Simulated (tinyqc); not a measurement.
Starting guesses with DIIS over 6 matrices: SCF starting guesses in the sto-3g basis, for CH2, spin multiplicity 3. Computed by the program tinyqc with PySCF. 

Geometry (angstrom):
```
atom       x        y       z
C     0.0000   0.0000  0.0000
H     0.0000   1.2180  0.5560
H     0.0000  -1.2180  0.5560
```

lowest solution found by these runs and by PySCF with stability checks = -38.358699 hartree

UHF with one setting changed at a time; a run stops when the energy changes by less than 1e-09 hartree and the error matrix is below 1e-5. Starts: the lowest orbitals of the core Hamiltonian, of the Wolfsberg-Helmholz matrix (K = 1.75), projected atomic densities, random orbitals, and the highest orbitals of the core Hamiltonian (a deliberately bad start).

Largest element of the error matrix X^T (FDS - SDF) X:
```
iteration     core  Wolfsberg-Helmholz  atomic densities   random  highest core orbitals
1          2.7e-01             2.0e-01           3.1e-01  4.4e+00                1.2e-01
2          5.0e-02             4.5e-02           5.0e-02  2.6e-01                2.8e-01
3          1.1e-02             1.4e-02           2.5e-02  5.5e-02                2.8e-01
4          4.5e-03             2.8e-03           1.0e-02  2.9e-02                2.8e-01
5          2.6e-03             1.2e-03           5.7e-03  8.2e-03                2.8e-01
6          1.3e-03             5.6e-04           1.5e-03  3.7e-03                2.8e-01
8          3.1e-05             4.5e-05           3.8e-05  7.0e-04                1.0e-01
10         4.5e-07             1.5e-07           1.9e-06  6.7e-05                3.1e-02
14               -                   -                 -        -                2.0e-04
```

How each run ends:
```
run                    iterations  E (hartree)         state
core                           10    -38.35870  lowest found
Wolfsberg-Helmholz             10    -38.35870  lowest found
atomic densities               11    -38.35870  lowest found
random                         13    -38.35870  lowest found
highest core orbitals          18    -38.08204        higher
```

4 of 5 runs reach the lowest solution found, in 10 to 13 iterations (fastest: core, Wolfsberg-Helmholz). Ending on a higher stationary point: highest core orbitals; a small error matrix cannot reveal that, and an occupation fixed by the start is kept by symmetry or by the shape of the basin. The first errors are 3e-01, 2e-01, 3e-01, 4e+00, 1e-01; the deliberately bad start has the smallest one, so a small first error does not mark a good start.
